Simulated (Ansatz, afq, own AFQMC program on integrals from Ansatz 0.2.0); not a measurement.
# Breaking C1–O2 in CH2O, singlet

```xyz
4

C     0.0010    0.0008    0.0012
O     0.6965    0.5477    0.8062
H    -0.5500    0.5605   -0.7970
H    -0.1476   -1.1091   -0.0103
```

Products: CH$_{2}$ (triplet, the lower of two spins tried; CH2) and O (triplet), each relaxed with PBE0/def2-SVP like the molecule; electronic energies without zero-point terms. Determinants: RHF, UHF and UHF in that order.

Basis def2-TZVP. Noble-gas cores (and the filled d shells of Ga–Kr and In–Xe) are frozen. Ansatz 0.2.0 and our own AFQMC program on the same integrals; the CISD trial comes from CCSD amplitudes, and released means the phaseless constraint is let go. Uncertainties: one standard error, sampling alone. The errors of all members are added in quadrature.

No full CI on the walks' own integrals is used here; CCSDT(Q) serves as the reference and is uncertain by about the last step of the cluster series. Each member takes its own surest rung, up to full CI.

Errors are counted within def2-TZVP, not against nature.

```json
{"level": "HF", "bond energy (kJ/mol)": "427.9"}
{"level": "CCSD", "bond energy (kJ/mol)": "713.5"}
```

**Question.** From these cheaper values, estimate the bond energy at the reference level in def2-TZVP.

**Answer.** 740.6 kJ/mol (CCSDT(Q) in def2-TZVP).

```
         level  bond energy (kJ/mol)  error against CCSDT(Q) (kJ/mol)
           MP2                 779.5                             38.9
       CCSD(T)                 739.8                             -0.8
         CCSDT                 738.3                             -2.2
 ph-AFQMC/CISD           740.7 ± 0.7                        0.1 ± 0.7
released AFQMC           740.7 ± 1.0                        0.1 ± 1.0
```

Correlation beyond CCSD(T) adds 0.8 kJ/mol. The perturbative (T) step is worth +26.3 kJ/mol.

A walk keeps the symmetry of its determinant, which the program's search chose and which needn't be the lowest solution, so a lower state of the same spin and another symmetry isn't excluded. Released energies are given only where the last usable release times agree within the noise; a slower fall can still hide under it.
